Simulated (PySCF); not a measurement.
PySCF input (PBE/pcseg-2):

```python
import numpy as np, basis_set_exchange as bse
from pyscf import gto, scf, dft, df
from pyscf.prop.nmr import rks as nmr

basis = {'C': gto.basis.parse(bse.get_basis('pcseg-2', elements=['C'], fmt='nwchem')), 'H': gto.basis.parse(bse.get_basis('pcseg-2', elements=['H'], fmt='nwchem'))}
mol = gto.M(
    atom='''
    C    -0.00000000   -0.00000000   -0.59839493
    C     0.00000000    0.00000000    0.59839493
    H     0.00000000    0.00000000    1.66106699
    H    -0.00000000   -0.00000000   -1.66106699
    ''',
    basis=basis,
    charge=0,
    verbose=4,
    max_memory=2160,
)
mf = dft.RKS(mol, xc='pbe')
mf.grids.level = 3
mf.conv_tol = 1e-9
mf.max_cycle = 100
print('smallest overlap eigenvalue', np.linalg.eigvalsh(mol.intor('int1e_ovlp'))[0])
mf.kernel()
dip = mf.dip_moment()
n = nmr.NMR(mf)
n.verbose = 2
n.max_cycle_cphf = 60
sigma = n.kernel()
for i, x in enumerate(sigma):
    print(mol.atom_symbol(i), i + 1, round(x.trace() / 3, 3))
```

Output:

```
PySCF version 2.14.0

[INPUT] verbose = 4
[INPUT] num. atoms = 4
[INPUT] num. electrons = 14
[INPUT] charge = 0
[INPUT] spin (= nelec alpha-beta = 2S) = 0
[INPUT] symmetry False subgroup None
[INPUT] Mole.unit = angstrom
[INPUT] Symbol           X                Y                Z      unit          X                Y                Z       unit  Magmom
[INPUT]  1 C      0.000000000000   0.000000000000  -0.598394930000 AA    0.000000000000   0.000000000000  -1.130802532028 Bohr   0.0
[INPUT]  2 C      0.000000000000   0.000000000000   0.598394930000 AA    0.000000000000   0.000000000000   1.130802532028 Bohr   0.0
[INPUT]  3 H      0.000000000000   0.000000000000   1.661066990000 AA    0.000000000000   0.000000000000   3.138961685656 Bohr   0.0
[INPUT]  4 H      0.000000000000   0.000000000000  -1.661066990000 AA    0.000000000000   0.000000000000  -3.138961685656 Bohr   0.0

nuclear repulsion = 24.8632685341908
number of shells = 32
number of NR pGTOs = 126
number of NR cGTOs = 88
basis = {'C': [[0, [7319.99, 0.000695369], [1098.18, 0.00537138], [250.014, 0.0274734], [70.7586, 0.105078], [22.8595, 0.291262], [8.03936, 0.5], [2.89309, 0.362224]], [0, [5.2164, -0.0957844], [0.556124, 0.5]], [0, [0.228813, 1.0]], [0, [0.0936338, 1.0]], [1, [33.9855, 0.00818395], [7.72957, 0.0586921], [2.24954, 0.222514], [0.767681, 0.5]], [1, [0.263283, 1.0]], [1, [0.0848744, 1.0]], [2, [1.4, 1.0]], [2, [0.45, 1.0]], [3, [0.95, 1.0]]], 'H': [[0, [75.4732, 0.00427821], [11.3575, 0.0328672], [2.60081, 0.159578], [0.735503, 0.5]], [0, [0.231761, 1.0]], [0, [0.0741675, 1.0]], [1, [1.6, 1.0]], [1, [0.45, 1.0]], [2, [1.25, 1.0]]]}
ecp = {}
smallest overlap eigenvalue 5.839194481092856e-05

******** <class 'pyscf.dft.rks.RKS'> ********
method = RKS
initial guess = minao
damping factor = 0
level_shift factor = 0
DIIS = <class 'pyscf.scf.diis.CDIIS'>
diis_start_cycle = 1
diis_space = 8
diis_damp = 0
SCF conv_tol = 1e-09
SCF conv_tol_grad = None
SCF max_cycles = 100
direct_scf = True
direct_scf_tol = 1e-13
XC library pyscf.dft.libxc version 7.1.2
    S. Lehtola, C. Steigemann, M. J. T. Oliveira, and M. A. L. Marques,  SoftwareX 7, 1–5 (2018)
XC functionals = pbe
    J. P. Perdew, K. Burke, and M. Ernzerhof,  Phys. Rev. Lett. 77, 3865 (1996)
    J. P. Perdew, K. Burke, and M. Ernzerhof,  Phys. Rev. Lett. 78, 1396 (1997)
    J. P. Perdew, K. Burke, and M. Ernzerhof,  Phys. Rev. Lett. 77, 3865 (1996)
    J. P. Perdew, K. Burke, and M. Ernzerhof,  Phys. Rev. Lett. 78, 1396 (1997)
radial grids:
    Treutler-Ahlrichs [JCP 102, 346 (1995); DOI:10.1063/1.469408] (M4) radial grids

becke partition: Becke, JCP 88, 2547 (1988); DOI:10.1063/1.454033
pruning grids: <function nwchem_prune>
grids dens level: 3
symmetrized grids: False
atomic radii adjust function: <function treutler_atomic_radii_adjust>
small_rho_cutoff = 0
Set gradient conv threshold to 3.16228e-05
Initial guess from minao.
tot grids = 47856
init E= -77.3247290506841
  HOMO = -0.347438105048333  LUMO = -0.0618618765051982  gap/eV = 7.77092
cycle= 1 E= -77.2061429102661  delta_E= 0.119  |g|= 0.424  |ddm|= 1.54
  HOMO = -0.174986457905442  LUMO = 0.0382299275845012  gap/eV = 5.80191
cycle= 2 E= -77.1714876289095  delta_E= 0.0347  |g|= 0.538  |ddm|= 0.661
  HOMO = -0.270620613951388  LUMO = -0.014779391632295  gap/eV = 6.96179
cycle= 3 E= -77.2527466031311  delta_E= -0.0813  |g|= 0.023  |ddm|= 0.43
  HOMO = -0.264754621913432  LUMO = -0.00981755663723723  gap/eV = 6.93719
cycle= 4 E= -77.2529072365906  delta_E= -0.000161  |g|= 0.00275  |ddm|= 0.0274
  HOMO = -0.264914795729924  LUMO = -0.0101080296253216  gap/eV = 6.93365
cycle= 5 E= -77.2529088448561  delta_E= -1.61e-06  |g|= 0.000197  |ddm|= 0.00618
  HOMO = -0.264938518023433  LUMO = -0.0101131080862957  gap/eV = 6.93415
cycle= 6 E= -77.252908856783  delta_E= -1.19e-08  |g|= 2.45e-05  |ddm|= 0.000305
  HOMO = -0.264945183158247  LUMO = -0.010119899797194  gap/eV = 6.93415
cycle= 7 E= -77.2529088569842  delta_E= -2.01e-10  |g|= 1.37e-06  |ddm|= 6.48e-05
  HOMO = -0.264944262167994  LUMO = -0.0101191901998117  gap/eV = 6.93414
Extra cycle  E= -77.2529088569843  delta_E= -1.42e-13  |g|= 1.69e-06  |ddm|= 3.22e-06
converged SCF energy = -77.2529088569843
Dipole moment(X, Y, Z, Debye):  0.00000, -0.00000,  0.00000
C 1 110.358
C 2 110.358
H 3 30.464
H 4 30.464
```
